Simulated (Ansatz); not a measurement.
## A basis-limit estimate, worked out

The pair of HCl (SMILES Cl, atoms 1–2) and CH4S (SMILES CS, atoms 3–8), both closed shells, in one local arrangement (a lower one may exist), relaxed at PBE0-D4/def2-TZVP:

Cl1  (-0.028, -0.704, -2.778)
H2  (0.617, -0.397, -1.677)
C3  (-0.502, 0.469, 0.773)
S4  (1.225, 0.106, 0.390)
H5  (-1.174, -0.156, 0.187)
H6  (-0.661, 1.511, 0.496)
H7  (-0.697, 0.353, 1.838)
H8  (1.220, -1.182, 0.770)
(Å)

Both fragments are computed in the basis of the whole pair.

Program: Ansatz 0.2.0. Basis: def2-TZVPPD and def2-QZVPPD. Cores are frozen in the correlated methods.

Energies in eV:

| quantity | pair | first fragment | second fragment |
| --- | --- | --- | --- |
| Hartree–Fock, triple zeta (X = 3) | -24431.82310 | -12519.92513 | -11911.87116 |
| Hartree–Fock, quadruple zeta (X = 4) | -24432.50667 | -12520.26022 | -11912.22065 |
| MP2 correlation, X = 3 | -15.75431 | -5.60281 | -9.95515 |
| MP2 correlation, X = 4 | -16.97098 | -6.10720 | -10.64720 |
| CCSD(T) correlation, X = 3 | -17.85644 | -6.39117 | -11.31245 |

Work out the interaction energy at the basis limit: extrapolate Hartree–Fock as E(X) = E∞ + A exp(−7.88 √X) and the MP2 correlation as E(X) = E∞ + B X^−2.97 (the exponents that Neese and Valeev fitted for def2-TZVPP and QZVPP, reused here for the diffuse sets), then add CCSD(T) − MP2 in triple zeta.

Each step is linear, so take the differences first (pair − first fragment − second fragment): Hartree–Fock -0.02681 (X = 3) and -0.02580 (X = 4); MP2 correlation -0.19635 and -0.21658; CCSD(T) correlation -0.15282.
Two points give E∞ = E(4) + w [E(4) − E(3)], with w = 1/(exp(7.88 (2 − √3)) − 1) = 0.1377 for Hartree–Fock and w = 1/((4/3)^2.97 − 1) = 0.7407 for the correlation.
Hartree–Fock: -0.02580 + 0.1377 × 0.00101 = -0.0257 eV.
MP2 correlation: -0.21658 + 0.7407 × (-0.02023) = -0.2316 eV.
CCSD(T) − MP2: -0.15282 − (-0.19635) = 0.0435 eV.
Sum: -0.0257 + (-0.2316) + 0.0435 = -0.2138 eV, or -4.93 kcal/mol. Plain CCSD(T) in triple zeta gives -0.1796 eV, so the larger basis shifts the result by -0.0342 eV.

T1 diagnostic: at most 0.010.

For scale, one of the runs: CCSD(T)/def2-TZVPPD, 224 basis functions, launched by `ansatz run in.yaml --threads 4 --pin off --events-out ev --progress --plain --max-ram 9574MiB`. The run took 42 s on 4 CPU threads of an Arm Neoverse V1 (shared host), with 3.4 GiB of host memory at its peak.
